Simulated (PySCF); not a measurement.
## Deuteron quadrupole couplings in cis allyl isocyanide

Cis allyl isocyanide, C₄H₅N.
Cartesian coordinates in Å at the PBE0-D3(BJ)/def2-TZVP level; atoms count from 1:
```xyz
10
C4H5N angstrom
C      2.8499    0.2767    0.7501
N      1.8461   -0.1471    0.3384
C      0.6088   -0.6486   -0.1400
C     -0.5531    0.1291    0.3960
C     -1.4848    0.6676   -0.3728
H      0.6174   -0.6212   -1.2321
H      0.5371   -1.6979    0.1653
H     -0.6028    0.2201    1.4772
H     -1.4410    0.5942   -1.4549
H     -2.3263    1.2015    0.0514
```

Level: PBE0/pcSseg-2 (PySCF, non-relativistic); Q(2H) = 0.00286 b; rigid geometry, the same for H and D, with no vibrational averaging.

**Question.** Rank these positions by the coupling χzz of a deuteron there, largest first.
A. H8 (vinylic hydrogen)
B. H6 (methylene hydrogen)
C. H10 (vinylic hydrogen)

**Answer.** C (200 kHz), A (194 kHz), B (184 kHz).

**Question.** Tabulate Vzz, the asymmetry η and χzz = 234.96 MHz × Q × Vzz for every hydrogen position.

**Answer.** 
```tsv
atom	bonded to	bond length (Å)	Vzz (au)	η	χzz (kHz)
H6	C3	1.093	0.2740	0.06	184
H7	C3	1.095	0.2712	0.05	182
H8	C4	1.086	0.2893	0.06	194
H9	C5	1.085	0.2944	0.05	198
H10	C5	1.083	0.2979	0.05	200
```

**Question.** How does χzz go with the bond length over the 5 C–H bonds?

**Answer.** A straight-line fit has a slope of -15.7 kHz for each 0.01 Å, with a correlation coefficient of -0.99, over lengths from 1.083 to 1.095 Å. The longer bonds have the smaller couplings here.

**Question.** A static deuteron (I = 1) shows a doublet split by (3/2)χ, (3/4)χ(1 + η) and (3/4)χ(1 − η) with the field along z, y and x of the gradient. What are these for H10?

**Answer.** With |χ| = 200.2 kHz and η = 0.046: 300, 157 and 143 kHz, to first order and without motion.

Isolated species at its PBE0-D3(BJ)/def2-TZVP geometry (one conformer only).
